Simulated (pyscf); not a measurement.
# 1,1-elimination: `[O]=[SiH2]` → `[O]=[Si]` [singlet] + `[H][H]`

Gas phase, singlet surface, charge 0. Bonds broken: Si2–H3, Si2–H4. Bonds formed: H3–H4. Single points on ωB97X-D3(BJ)/def2-SVP structures (PySCF, gas phase).

Transition state (Å):

```xyz
4

O      1.5572     1.3756     0.7705
Si     0.8349     0.6071    -0.3496
H     -0.6338    -0.1139     0.2830
H     -0.2310    -0.2272    -0.9646
```

One imaginary mode, 2012i cm⁻¹; descent along it reached the two sides named.

```json
[
 {"bond": "Si2–H3", "change": "breaks", "reactant side (Å)": "1.488", "saddle": "1.754", "product side": "3.9"},
 {"bond": "Si2–H4", "change": "breaks", "reactant side (Å)": "1.488", "saddle": "1.487", "product side": "3.3"},
 {"bond": "H3–H4", "change": "forms", "reactant side (Å)": "2.460", "saddle": "1.316", "product side": "0.760"}
]
```

Electronic energies relative to the reactant's lowest minimum found (eV):

```
level                   barrier  reaction energy  reverse barrier
----------------------  -------  ---------------  ---------------
ωB97X-D3(BJ)/def2-TZVP     3.75            +0.32             3.43
PBE/def2-TZVP              3.19            +0.19             3.00
r²SCAN/def2-TZVP           3.41            +0.32             3.09
B3LYP-D3(BJ)/def2-TZVP     3.52            +0.19             3.33
PBE0-D3(BJ)/def2-TZVP      3.49            +0.33             3.16
M06-2X/def2-TZVP           3.68            +0.11             3.57
ωB97M-D3(BJ)/def2-TZVP     3.63            +0.10             3.53
HF/def2-TZVP               4.35            +0.31             4.04
```

With ωB97M-D3(BJ)/def2-TZVP energies and thermal terms (ideal gas, 1 atm, RRHO with modes under 100 cm⁻¹ raised to 100, one conformer, R ln 2 for chiral ones without a mode under 150 cm⁻¹), in eV:

| T (K) | ΔH‡ | ΔG‡ | ΔH | ΔG |
|---|---|---|---|---|
| 298 | 3.50 | 3.48 | +0.01 | -0.32 |
| 600 | 3.50 | 3.46 | +0.04 | -0.67 |
| 900 | 3.49 | 3.44 | +0.05 | -1.03 |
| 1200 | 3.48 | 3.43 | +0.03 | -1.38 |

The same reactants have a lower exit, to HO–SiH: [singlet] (barrier +2.61 eV at ωB97M-D3(BJ)/def2-TZVP, against +3.63 eV here). This is the saddle that the search found; another between the same sides may lie lower.
